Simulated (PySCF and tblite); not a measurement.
The numbers below are computed, except where a source is named.
C4H4N2, numbered as in [N:1]#[C:2][CH2:3][CH2:4][C:5]#[N:6].

Search: ETKDG and KDG, MMFF94s, GFN2-xTB, 90 starts; geometries at PBE0-D3(BJ)/def2-SVP. Free energies are PBE0-D3(BJ)/def2-TZVP single points with GFN2-xTB rigid-rotor and vibrational terms (modes under about 100 cm⁻¹ blended into free rotors). Symmetry numbers and mirror images are counted. Conformers within 4 kcal/mol (GFN2-xTB free energy) were kept, 7 at most. Codes: tblite and PySCF.

Rotational constants are equilibrium values for the commonest isotopes; dipoles come from the energy level named.

Torsions listed: C2–C3–C4–C5. Of a mirror pair one member is shown.

| conformer | shape | symmetry |
| --- | --- | --- |
| 1 | 180° | C2h |
| 2 | -66° | C2 (pair) |

Task: Give the rotational constants and dipole components, as needed to look for these species in a jet-cooled rotational spectrum.

Result: 
| conformer | A (MHz) | B (MHz) | C (MHz) | abs μa (D) | abs μb (D) | abs μc (D) | κ | Ic−Ia−Ib (u Å²) |
| --- | --- | --- | --- | --- | --- | --- | --- | --- |
| 1 | 25799 | 1483 | 1428 | 0.00 | 0.00 | 0.00 | -1.00 | -6.3 |
| 2 | 7017 | 2333 | 1875 | 0.00 | 5.76 | 0.00 | -0.82 | -19.1 |
